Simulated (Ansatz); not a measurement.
Consider the hydrogenolysis of a Mg–Cl bond: `[CH3][Mg][Cl]` + H₂ → `[CH3][MgH]` + HCl.

Calculated with Ansatz (gas phase, PBE0-D4/def2-TZVP geometries, no zero-point term in ΔE). CCSD(T)/CBS is the MP2 limit (def2-TZVPP, def2-QZVPP) plus CCSD(T) − MP2 in def2-TZVPP, frozen cores. This one scheme is used for every species. DFT in def2-TZVPP. B3LYP here is the variant with VWN-RPA as its local correlation; programs differ in this. HSE06 is defined as in plane-wave codes. For Mg outer-core shells are correlated without core-valence functions, which leaves a few kJ/mol of doubt a bond.

| level | ΔE (kcal/mol) | difference from CCSD(T)/CBS |
| --- | --- | --- |
| LDA (SPW92) | 41.7 | -4.6 |
| PBE-D4 | 43.6 | -2.7 |
| revPBE-D4 | 43.6 | -2.7 |
| BLYP-D4 | 44.3 | -2.0 |
| r2SCAN-D4 | 46.6 | 0.3 |
| B97M-V | 40.7 | -5.6 |
| PBE0-D4 | 44.2 | -2.1 |
| B3LYP-D4 | 44.8 | -1.5 |
| r2SCANh-D4 | 46.6 | 0.3 |
| r2SCAN0-D4 | 46.5 | 0.2 |
| HSE06-D4 | 44.3 | -2.0 |
| BHLYP-D4 | 45.5 | -0.8 |
| CAM-B3LYP-D4 | 44.2 | -2.1 |
| ωB97X-V | 44.5 | -1.8 |
| ωB97M-V | 44.7 | -1.6 |
| PBE-QIDH | 45.5 | -0.8 |
| PBE | 43.4 | -2.9 |
| BLYP | 44.0 | -2.3 |
| B3LYP | 44.5 | -1.8 |
| r2SCANh | 46.5 | 0.2 |
| r2SCAN0 | 46.4 | 0.1 |
| HSE06 | 44.1 | -2.2 |
| CAM-B3LYP | 44.0 | -2.3 |
| LC-ωPBE | 44.0 | -2.3 |
| RPA@PBE/def2-TZVPP | 41.7 | -4.6 |
| HF/def2-SVP | 46.2 | -0.1 |
| MP2/def2-SVP | 47.7 | 1.4 |
| CCSD/def2-SVP | 45.0 | -1.3 |
| CCSD(T)/def2-SVP | 45.3 | -1.0 |
| HF/def2-TZVPP | 44.9 | -1.4 |
| SCS-MP2/def2-TZVPP | 45.4 | -0.9 |
| CCSD/def2-TZVPP | 43.7 | -2.6 |
| CCSD(T)/def2-TZVPP | 44.0 | -2.3 |
| HF/def2-QZVPP | 45.2 | -1.1 |
| MP2/def2-QZVPP | 48.1 | 1.8 |
| SCS-MP2/def2-QZVPP | 46.9 | 0.6 |
| CCSD/def2-QZVPP | 45.5 | -0.8 |
| CCSD(T)/def2-QZVPP | 45.9 | -0.4 |
| HF/CBS(def2) | 45.3 | -1.0 |
| CCSD/CBS(def2) | 46.0 | -0.3 |
| CCSD(T)/CBS | 46.3 | 0 |

Largest T1 diagnostic among the species: 0.008.

From BLYP to BHLYP (50 % exact exchange), in def2-TZVPP and without D4, ΔE moves by +1.1 kcal/mol. At CCSD(T), def2-SVP lies −1.0 kcal/mol from the extrapolated value and def2-TZVPP −2.3 kcal/mol.
